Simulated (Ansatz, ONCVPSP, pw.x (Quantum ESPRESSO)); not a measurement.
## Equation-of-state test of one ONCV potential (manganese (Mn))

ONCVPSP 4.0.1.1 (patched build) input, shortened (lines: element, Z, core and valence counts, functional; n l f; lmax; l rc ep ncon nbas qcut; lloc lpopt rc5 dvloc0; l nproj debl; icmod fcfact rcfact), PBEsol, scalar-relativistic:

```
  Mn 25.00    3    4  -116133      upf
    1    0    2.00
    2    0    2.00
    2    1    6.00
    3    0    2.00
    3    1    6.00
    3    2    5.00
    4    0    2.00
    2
    0    1.35    0.00    4    8    7.90
    1    1.30    0.00    3    7   11.80
    2    1.85    0.00    4    9    7.00
    4    3    1.20    2.00
    0    2    0.90
    1    1    2.40
    2    1    2.10
    3    3.75    1.75
```

Atomic tests: cutoffs needed: 30 Ha and 62 Ha (the cutoffs (Ha) at which the residual kinetic energy of the hardest occupied pseudo-wave falls to 1 and 0.1 mHa per electron); ghost test: no bound ghost flagged; no localised positive-energy state flagged; largest excitation error: -759 meV (all-electron minus pseudo) for 3s1 3p6 3d5 4s2, out of 4 test configurations.

Crystal test: diamond Mn in pw.x 7.5, no spin, 9³ k-points, Fermi–Dirac smearing 0.01 Ry, cutoffs 145/580 Ry. The lattice is a test structure that the element need not adopt, and mesh and smearing are coarse. Spin polarisation and strong correlation are left out, which matters for this element.

pw.x input:

```
&control
  calculation='scf', prefix='x', pseudo_dir='./', outdir='./tmp', tstress=.true., disk_io='low'
/
&system
  ibrav=0, nat=2, ntyp=1, ecutwfc=145, ecutrho=580, nbnd=24,
  occupations='smearing', smearing='fd', degauss=0.01
/
&electrons
  conv_thr=1e-09, mixing_beta=0.4, electron_maxstep=70
/
ATOMIC_SPECIES
Mn 1.0 Mn.UPF
CELL_PARAMETERS angstrom
  0.00000000 2.43771442 2.43771442
  2.43771442 0.00000000 2.43771442
  2.43771442 2.43771442 0.00000000
ATOMIC_POSITIONS crystal
Mn 0.0000 0.0000 0.0000
Mn 0.2500 0.2500 0.2500
K_POINTS automatic
9 9 9 0 0 0
```

```bash
pw.x < Mn.scf.in > Mn.scf.out
```

Task: How does the run end?

Result: It converges; the pressure is 3.34 GPa against 0.82 GPa from all-electron LAPW. This is a poor potential for the solid. The log shows:

```
     number of Kohn-Sham states=           24
     kinetic-energy cutoff     =     145.0000  Ry
     charge density cutoff     =     580.0000  Ry
     scf convergence threshold =      1.0E-09
     Exchange-correlation= PBESOL
     number of k points=    35  Fermi-Dirac smearing, width (Ry)=  0.0100
     iteration #  1     ecut=   145.00 Ry     beta= 0.40
     total energy              =    -423.40555169 Ry
     estimated scf accuracy    <       0.07495205 Ry
     iteration #  2     ecut=   145.00 Ry     beta= 0.40
     total energy              =    -423.40844836 Ry
     estimated scf accuracy    <       0.01608935 Ry
     iteration #  3     ecut=   145.00 Ry     beta= 0.40
     total energy              =    -423.40786641 Ry
     estimated scf accuracy    <       0.00354790 Ry
     iteration #  4     ecut=   145.00 Ry     beta= 0.40
     total energy              =    -423.40806423 Ry
     estimated scf accuracy    <       0.00006038 Ry
     iteration #  5     ecut=   145.00 Ry     beta= 0.40
     total energy              =    -423.40806993 Ry
     estimated scf accuracy    <       0.00001410 Ry
     iteration #  6     ecut=   145.00 Ry     beta= 0.40
     total energy              =    -423.40807301 Ry
     estimated scf accuracy    <       0.00000066 Ry
     iteration #  7     ecut=   145.00 Ry     beta= 0.40
     total energy              =    -423.40807314 Ry
     estimated scf accuracy    <       0.00000001 Ry
     iteration #  8     ecut=   145.00 Ry     beta= 0.40
     the Fermi energy is    14.0811 ev
!    total energy              =    -423.40807314 Ry
     estimated scf accuracy    <          2.9E-10 Ry
     smearing contrib. (-TS)   =      -0.00984267 Ry
     The total energy is F=E-TS. E is the sum of the following terms:
     one-electron contribution =    -212.86987371 Ry
     hartree contribution      =     119.68523382 Ry
     xc contribution           =     -67.10712627 Ry
     ewald contribution        =    -263.10646432 Ry
     convergence has been achieved in   8 iterations
          total   stress  (Ry/bohr**3)                   (kbar)     P=       33.37
```
